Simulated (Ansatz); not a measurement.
Run this with Ansatz 0.2.0 through its Python package and show what comes out.

`run_disp.py`:
```python
"""Size of D3 and D4 in C3H5FS."""

import ansatz

c3h5fs = (
    ansatz.Crystal.molecule()
    .atom("F", (-1.6495, -1.2182, 0.7324))
    .atom("C", (-0.5022, -0.4478, 0.6737))
    .atom("C", (-0.556, 0.7804, -0.1783))
    .atom("C", (0.2426, -0.4171, -0.6273))
    .atom("S", (1.9793, -0.3504, -0.6666))
    .atom("H", (0.0103, -0.436, 1.6228))
    .atom("H", (-0.0406, 1.6633, 0.1776))
    .atom("H", (-1.4862, 0.9875, -0.6942))
    .atom("H", (-0.183, -1.0128, -1.4292))
    .atom("H", (2.1852, 0.4512, 0.389))
)

calculation = c3h5fs.calculation().basis(gaussian="def2-SVP")
for name in ["r2scan", "b3lyp"]:
    for correction in ("d3bj", "d4"):
        report = calculation.functional(name, dispersion=correction).run(threads=1, pin="off").report
        print(f"{name:8s} {correction:5s} total {report['free_energy_ev']:.5f} eV, of which dispersion {1000 * report['dispersion']['energy']['ev']:.2f} meV")
```

```console
$ python run_disp.py
DeckWarning: the engine holds no damping parameters fitted to this dispersion correction and functional, so the run takes those fitted to r2scan beside the three-body term, which d3bj leaves out (hamiltonian.dispersion, under Limitations)
r2scan   d3bj  total -16731.79419 eV, of which dispersion -56.79 meV
r2scan   d4    total -16731.78581 eV, of which dispersion -48.42 meV
b3lyp    d3bj  total -16736.36311 eV, of which dispersion -367.75 meV
b3lyp    d4    total -16736.31833 eV, of which dispersion -322.98 meV
```
(Warnings from the package without file and line.)

Total energies depend on the basis set; only differences at equal settings carry meaning. The geometry is a force-field or estimated start, not a minimum of this method, and the basis set is short of its limit. D4 holds the three-body term, and d3bj doesn't. b3lyp holds the VWN-RPA fit, as in Gaussian; the form of ORCA and Turbomole is b3lyp5. A dispersion term here runs with damping parameters fitted for another variant or functional. The whole script took 20 s on 1 thread of Arm Neoverse V1 (shared host), peak memory 0.26 GiB.
